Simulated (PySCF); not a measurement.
**SiF+: bond curves at several levels of theory**

An exercise on one series of results from a longer session: the logs are not shown, and one member is left open.

Program: PySCF 2.14.0. Level of theory: Si def2-TZVPPD, F def2-TZVPPD, no relativity. These are calculated values, not measurements.

Set-up of the first run:

A driver script around PySCF takes these settings:

```
atoms                         : Si, F
charge                        : 1
basis                         : Si def2-TZVPPD, F def2-TZVPPD
Hamiltonian                   : no relativity
basis functions               : 88
electrons treated             : 22
masses in u                   : 27.9769, 18.9984
levels                        : PBE0, PBE, r²SCAN, BLYP, MN15, B97-3, r²SCANh, LDA, CAM-B3LYP, HF, MP2, SCS-MP2, CCSD, CCSD(T)
grid                          : 80 radial by 434 angular points
occupations                   : held fixed by the projection of orbital angular momentum
dissociation limit            : Si+ + F, each in its ground configuration
starting distance in angstrom : 1.830
values of 2S to try           : 0, 2
```

Command:

```bash
> OMP_NUM_THREADS=2 python dia.py task.json out
```

Among the steps run: Input; The PBE0 curve of the state that the search chose; Higher solutions at PBE0; PBE (GGA); r²SCAN (meta-GGA); BLYP (GGA); MN15; B97-3; r²SCANh; LDA; CAM-B3LYP; RHF; MP2 and coupled cluster.

One table of the session follows, with a row left open; its other results are not shown here.

It belongs to the step «Constants by level of theory». 

| level | Re (Å) | ωe (cm⁻¹) | De (eV) |
| --- | --- | --- | --- |
| RHF | 1.512 | 1111 | 4.91 |
| RHF-MP2 | 1.541 | 1036 | 7.07 |
| RHF-SCS-MP2 | ? | ? | ? |
| RHF-CCSD | 1.533 | 1059 | 6.56 |
| RHF-CCSD(T) | 1.539 | 1039 | 6.72 |
| LDA | 1.540 | 1014 | 8.02 |
| PBE | 1.557 | 980 | 7.03 |
| BLYP | 1.561 | 969 | 6.90 |
| r²SCAN | 1.540 | 1025 | 6.86 |
| r²SCANh | 1.534 | 1040 | 6.74 |
| PBE0 | 1.537 | 1035 | 6.70 |
| B97-3 | 1.539 | 1031 | 6.74 |
| MN15 | 1.532 | 1057 | 7.10 |
| CAM-B3LYP | 1.535 | 1041 | 6.84 |

**Question.** Estimate the row for RHF-SCS-MP2.

**Answer.** Re (Å): 1.540; ωe (cm⁻¹): 1040; De (eV): 6.86.
